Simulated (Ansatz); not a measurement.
Results of PBE in Ansatz (PAW) for bcc Li.

Run with plane-wave cutoff 520 eV, 18×18×18 k mesh, Fermi–Dirac smearing 0.1 eV, perturbation theory, force constants from a 6×6×6 q mesh, scalar-relativistic PAW data made under PBE.

Computed at the level's own relaxed cell.

Harmonic phonon frequencies (cm⁻¹; i marks an imaginary mode):

```csv
q point,frequencies
N,58 192 322
H,(withheld)
```

Problem. Fill in the missing entries.

Solution. 
- H, frequencies: 331 331 331

No imaginary mode appears at these points.

Ansatz is a program for electronic structure.
